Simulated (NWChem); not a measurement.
Species: CH$_{6}$Si; SMILES [SiH3]C

Program: NWChem. Coordinates come from a PBE-D3(BJ)/def2-SVP optimisation. Computed dipoles belong to the equilibrium geometry; the measured one is vibrationally averaged.

Measured dipole moment: 0.74 D (NIST CCCBDB, as tabulated in the package chemicals).

```tsv
level	dipole moment (D)	computed − measured
B3LYP/pcseg-1	0.75	+0.01
B3LYP/aug-pcseg-1	0.77	+0.03
B3LYP/pcseg-2	0.76	+0.02
B3LYP/STO-3G	0.23	-0.51
B3LYP/def2-SVP	0.78	+0.04
```
